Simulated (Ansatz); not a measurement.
Frontier orbitals of `FC1(S)C=N1`.

Cartesian coordinates in Å:
```
F -0.3128 0.0497 1.5883
C -0.0251 0.0590 0.2560
S 1.2825 1.1784 -0.1534
C -1.0350 -0.3603 -0.6515
N -0.1820 -1.2503 -0.3982
H 2.2185 0.5489 0.5788
H -1.9461 -0.2254 -1.2200
```

The species carries charge 0 and has multiplicity 1. All single points use the PBE0-D4/def2-TZVP geometry. It is one conformer, not always the lowest. Basis def2-TZVPP, the Gaussian-basis code of Ansatz.

```csv
functional,HOMO (eV),LUMO (eV)
B3LYP,-7.31,-1.64
```

(1) Give HOMO and LUMO (eV) with LDA (SPW92), PBE, revPBE, BLYP, r2SCAN, B97M-V, PBE0, r2SCANh, r2SCAN0, HSE06 (plane-wave form), BHLYP, CAM-B3LYP, LC-ωPBE, ωB97X-V, ωB97M-V, HF. (Estimate.)

Results:

(1) Ansatz gave: 
| functional | HOMO | LUMO |
| --- | --- | --- |
| LDA (SPW92) | -6.41 | -2.81 |
| PBE | -6.25 | -2.53 |
| revPBE | -6.19 | -2.42 |
| BLYP | -6.11 | -2.40 |
| r2SCAN | -6.52 | -2.32 |
| B97M-V | -6.60 | -2.17 |
| PBE0 | -7.54 | -1.36 |
| r2SCANh | -7.00 | -1.89 |
| r2SCAN0 | -7.72 | -1.25 |
| HSE06 (plane-wave form) | -7.14 | -1.76 |
| BHLYP | -8.70 | -0.14 |
| CAM-B3LYP | -8.92 | -0.14 |
| LC-ωPBE | -10.34 | 1.15 |
| ωB97X-V | -9.95 | 1.06 |
| ωB97M-V | -9.78 | 0.97 |
| HF | -10.49 | 2.78 |

B3LYP here is the variant with VWN-RPA as its local correlation; programs differ in this. LC-ωPBE has ω = 0.4 bohr⁻¹. Positive LUMOs are unbound and depend on the basis.
